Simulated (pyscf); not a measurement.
**Routes from propene (H₂C=CH–CH₃) + hydrogen (H₂)**

Candidate steps break at most two bonds and form at most two. Each was searched with GFN2-xTB (tblite) first. Structures and frequencies: ωB97X-D3(BJ)/def2-SVP in PySCF. Energies: ωB97M-D3(BJ)/def2-TZVP, kcal/mol, from the separated reactants, singlet surface; ΔG‡ with ideal gas, 1 atm, RRHO with modes under 100 cm⁻¹ raised to 100, one conformer, R ln 2 for chiral ones without a mode under 150 cm⁻¹.

```json
[
 {"products": "H₂ + H₂C=CH–CH₃", "type": "four-centre exchange", "ΔE‡": "97.7", "ΔE": "0.0", "ΔG‡ 298 K": "104.1", "ΔG‡ 900 K": "120.8", "ν‡ (cm⁻¹)": "1545i"},
 {"products": "H₂C=CH₂ + CH₄", "type": "four-centre exchange", "ΔE‡": "107.0", "ΔE": "-13.7", "ΔG‡ 298 K": "115.3", "ΔG‡ 900 K": "133.7", "ν‡ (cm⁻¹)": "1459i"}
]
```

Plain bond fissions and candidates not yet searched are not listed, and one of them may be faster. Each barrier is that of the saddle found; lower ones may exist. A restricted solution here is unstable towards spin polarisation, so biradical character is likely and single-reference numbers are less safe.
